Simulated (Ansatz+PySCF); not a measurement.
The numbers below are computed, except where a source is named.
A run of PySCF 2.14.0 on quartet LiO2 at this shape:

```yaml
atoms:
  - { symbol: O, position_ang: [0.0000, 0.6034, -2.3813] }
  - { symbol: O, position_ang: [0.0000, -0.6034, -2.3813] }
  - { symbol: Li, position_ang: [0.0000, 0.0000, 2.3813] }
```

Its results:

```json
{
 "Converged": "yes",
 "Reference energy": "-157.10821 hartree",
 "Correlation energy": "-0.47200 hartree",
 "Total energy": "-157.58021 hartree",
 "Spin squared of the determinant": "3.793"
}
```

Problem. Which input gives this output? Name the method, the orbitals and the basis set, and write the input.

Solution. UHF-MP2 in cc-pCVTZ on Li; cc-pVTZ on O.

```python
from pyscf import gto, scf, mp

mol = gto.M(atom="""
O 0.000000 0.603370 -2.381300
O 0.000000 -0.603370 -2.381300
Li 0.000000 0.000000 2.381300
""", basis={'Li': 'cc-pcvtz', 'O': 'cc-pvtz'}, charge=0, spin=3)
mf = scf.UHF(mol)
mf.kernel()
pt = mp.MP2(mf, frozen=2).run()
print(mf.e_tot, pt.e_corr, pt.e_tot)
```
